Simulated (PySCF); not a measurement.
Computed spin Hamiltonian

Compound: C4H7F2 (doublet state).
SMILES with atom numbers: `[CH2:1][CH2:2][C@H:3]([F:4])[CH2:5][F:6]` (hydrogens: H7, H8 on C1; H9, H10 on C2; H11 on C3; H12, H13 on C5)

Geometry (GFN2-xTB, Å), atoms numbered from 1 in this order:
```xyz
13
C4H7F2 angstrom
C     -1.5537   -0.4070   -0.7143
C     -0.9309    0.0397    0.5413
C      0.5652   -0.2828    0.5981
F      1.0314    0.0075    1.8653
C      1.3519    0.5277   -0.4272
F      2.5089   -0.1152   -0.7808
H     -2.4205    0.0919   -1.0973
H     -1.2272   -1.3107   -1.1898
H     -1.3915   -0.4591    1.4099
H     -1.0775    1.1136    0.6896
H      0.7464   -1.3535    0.4428
H      0.7590    0.6472   -1.3400
H      1.6340    1.5012   -0.0151
```

The hyperfine couplings belong to this conformer and change with its torsions.

Method: UKS B3LYP, pcH-1 on C F H, non-relativistic, mean-field spin-orbit, GIAO (PySCF 2.14.0). Geometry: GFN2-xTB, one conformer, isolated molecule. The geometry wasn't refined by DFT: couplings that depend on bond lengths, twists or pyramidal angles can differ widely from those at the functional's own minimum. Stability of the SCF solution: not tested.

```json
{"g1, g2, g3": "2.00224, 2.00279, 2.00315", "g_iso": "2.00273", "Form of g": "rhombic: the two nearest values differ by 39 % of g3 − g1", "⟨S²⟩": "0.7536 (exact 0.7500)", "HOMO–LUMO gap, α and β orbitals": "7.38, 6.82 eV"}
```

Isotropic coupling and dipolar principal values T1 to T3, in G (MHz turned into gauss with g_iso; 10 G = 1 mT):

| atom | isotope | a_iso | T1 | T2 | T3 | Mulliken spin population |
| --- | --- | --- | --- | --- | --- | --- |
| C1 | 13C | 32.6 | -29.1 | -28.8 | 57.9 | 1.07 |
| C2 | 13C | -12.2 | -0.9 | 0.0 | 0.9 | -0.09 |
| C3 | 13C | 6.9 | -0.9 | -0.7 | 1.6 | 0.02 |
| F4 | 19F | -1.7 | -1.1 | -0.7 | 1.8 | 0.00 |
| C5 | 13C | 0.3 | -0.8 | -0.3 | 1.1 | 0.01 |
| F6 | 19F | 1.2 | -2.0 | -1.2 | 3.2 | 0.00 |
| H7 | 1H | -22.7 | -14.0 | -0.1 | 14.1 | -0.05 |
| H8 | 1H | -22.1 | -14.0 | -0.1 | 14.1 | -0.04 |
| H9 | 1H | 58.0 | -2.2 | -1.0 | 3.1 | 0.06 |
| H10 | 1H | 13.1 | -1.8 | -1.6 | 3.3 | 0.01 |
| H11 | 1H | -0.7 | -1.1 | -1.0 | 2.0 | 0.00 |
| H12 | 1H | 0.4 | -2.4 | -1.2 | 3.6 | 0.00 |
| H13 | 1H | 0.8 | -0.6 | -0.4 | 1.0 | 0.00 |

The largest Mulliken spin populations are on C1 (+1.07), C2 (-0.09) and H9 (+0.06). C1 is the only atom above +0.15. The positive populations add up to 1.18 and the negative ones to -0.18, together 2S = 1. The angles at C1 add up to 359.5°, so it is planar; its axial dipolar tensor and the negative couplings of its protons fit spin in a p orbital normal to that plane.

Axes: g3 points within 9° of the C1–H8 bond.

Under fast tumbling the dipolar parts average out, and these isotropic splittings remain (the largest six): 1 × 1H (H9, I = 1/2, 2 lines) with 5.80 mT, 2 × 1H (H7/H8, I = 1/2, 3 lines) with 2.24 mT, 1 × 1H (H10, I = 1/2, 2 lines) with 1.31 mT, 1 × 19F (F4, I = 1/2, 2 lines) with 0.17 mT, 1 × 19F (F6, I = 1/2, 2 lines) with 0.12 mT and 1 × 1H (H13, I = 1/2, 2 lines) with 0.08 mT.

Class means assume fast exchange of nuclei equivalent by connectivity; if that motion is slow, each nucleus keeps its own coupling.

The 13C coupling of C1 (91.5 MHz) shows only in satellite lines or after enrichment, since that isotope makes up about 1.07 % of natural carbon.

Examples of negative spin density at the nucleus (bohr⁻³): C2 (-0.0305), H7/H8 (-0.0140) and F4 (-0.0011).
